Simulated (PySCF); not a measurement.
C₂H₃, SMILES [CH]=C (connectivity only; charge and spin as stated), charge +1, multiplicity 1.

Coordinates come from a B3LYP-D3(BJ)/def2-TZVP optimisation. The multiplicity is an assumed one; other spin states were not compared. The isomer is the one that the SMILES or the coordinates give; other isomers of the formula were not compared.

Method: PBE/def2-TZVPD run with PySCF.

The molecule is in vacuum.

```json
{
  "total_energy": "-77.50192 hartree",
  "point_group": "C2v",
  "highest_occupied_level": "-15.61 eV",
  "lowest_empty_level": "-12.31 eV",
  "orbital_gap": "3.30 eV",
  "dipole_moment_about_the_centre_of_nuclear_charge": "0.45 D",
  "mean_static_polarisability": "18.4 bohr³ (2.73 Å³)",
  "polarisability_principal_values": "13.7, 15.6, 25.9 bohr³"
}
```
